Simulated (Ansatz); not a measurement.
Reaction (SMILES): F[CH]F → F[CH-]F (an electron is taken up)
B3LYP-D3(BJ)/def2-TZVP geometries, fixed; electronic energies without zero-point terms; positive where energy is released.

Basis-set convergence of the adiabatic electron affinity at PBE with Ansatz (an electronic-structure program). Cartesian d functions, on some or all atoms, in 6-31G**; all else is spherical. The program fits the integrals of some runs and decomposes those of others, by size. Open shells are unrestricted. No added dispersion term, no relativity. Functions are those of the species that has most. Reference: the value in aug-pcseg-3, 0.620 eV, itself unsure by roughly 0.020 eV (its mean distance from aug-cc-pVQZ, def2-QZVPPD). Deviations are taken from unrounded values.

```json
[
 {"basis": "6-31G", "functions": "29", "adiabatic electron affinity (eV)": "-0.062", "minus reference (eV)": "-0.681"},
 {"basis": "pcseg-0", "functions": "29", "adiabatic electron affinity (eV)": "-0.030", "minus reference (eV)": "-0.650"},
 {"basis": "def2-SV(P)", "functions": "44", "adiabatic electron affinity (eV)": "-0.365", "minus reference (eV)": "-0.984"},
 {"basis": "cc-pVDZ", "functions": "47", "adiabatic electron affinity (eV)": "-0.349", "minus reference (eV)": "-0.969"},
 {"basis": "def2-SVP", "functions": "47", "adiabatic electron affinity (eV)": "-0.365", "minus reference (eV)": "-0.984"},
 {"basis": "pcseg-1", "functions": "47", "adiabatic electron affinity (eV)": "0.082", "minus reference (eV)": "-0.538"},
 {"basis": "6-31G**", "functions": "50", "adiabatic electron affinity (eV)": "-0.598", "minus reference (eV)": "-1.218"},
 {"basis": "6-311G**", "functions": "60", "adiabatic electron affinity (eV)": "-0.069", "minus reference (eV)": "-0.688"},
 {"basis": "def2-SVPD", "functions": "74", "adiabatic electron affinity (eV)": "0.588", "minus reference (eV)": "-0.031"},
 {"basis": "aug-cc-pVDZ", "functions": "78", "adiabatic electron affinity (eV)": "0.729", "minus reference (eV)": "0.110"},
 {"basis": "def2-TZVPP", "functions": "107", "adiabatic electron affinity (eV)": "0.335", "minus reference (eV)": "-0.284"},
 {"basis": "def2-TZVPPD", "functions": "134", "adiabatic electron affinity (eV)": "0.579", "minus reference (eV)": "-0.041"},
 {"basis": "6-311++G(3df,3pd)", "functions": "135", "adiabatic electron affinity (eV)": "0.580", "minus reference (eV)": "-0.039"},
 {"basis": "aug-pcseg-2", "functions": "161", "adiabatic electron affinity (eV)": "0.622", "minus reference (eV)": "0.003"},
 {"basis": "pcseg-3", "functions": "213", "adiabatic electron affinity (eV)": "0.558", "minus reference (eV)": "-0.061"},
 {"basis": "aug-cc-pVQZ", "functions": "286", "adiabatic electron affinity (eV)": "0.613", "minus reference (eV)": "-0.007"},
 {"basis": "cc-pV5Z", "functions": "328", "adiabatic electron affinity (eV)": "0.480", "minus reference (eV)": "-0.139"},
 {"basis": "pcseg-4", "functions": "364", "adiabatic electron affinity (eV)": "0.583", "minus reference (eV)": "-0.037"}
]
```
